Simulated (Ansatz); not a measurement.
Results of PBE+SOC (Ansatz, a program for electronic structure, plane waves, PAW) for 2H MoTe2.

Run with plane-wave cutoff 520 eV, 12×12×4 k mesh (along the axes of the cell as run), Fermi–Dirac smearing 0.01 eV, PAW data made under PBE.

Cell (relaxed at this level):

```xyz
6
Lattice="1.7791 -3.0816 0.0000 1.7791 3.0816 0.0000 0.0000 0.0000 15.2249" Properties=species:S:1:pos:R:3 pbc="T T T"
Te     1.7791     1.0272    13.2270
Te     1.7791    -1.0272     5.6146
Te     1.7791    -1.0272     1.9979
Te     1.7791     1.0272     9.6104
Mo     1.7791     1.0272     3.8062
Mo     1.7791    -1.0272    11.4187
```

Question: Give the computed bulk modulus, band gap, smallest direct gap on the k points sampled and direct gap at Γ.

Answer: 
* **bulk modulus**: 5.22 GPa
* **band gap**: 0.88 eV (indirect)
* **smallest direct gap on the k points sampled**: 0.93 eV
* **direct gap at Γ**: 2.71 eV

Measured, for comparison: band gap 1.06 ± 0.01 eV (4 K, zero-point motion not removed, indirect, absorption from ellipsometry, single crystal; as tabulated in Gulo et al. (2023), doi:10.1103/physrevmaterials.7.044001). Computed (rounded) less measured: band gap -0.18 eV.

Note: for a layered or molecular solid the relaxed cell lies over 5 % above the published volume, where the minimum can be shallow; the cell comes from a level without a dispersion term, which matters for the spacing of layers, chains or molecules; the bulk modulus comes from volumes at which shape and atoms were relaxed.

Computed values are for the static lattice.
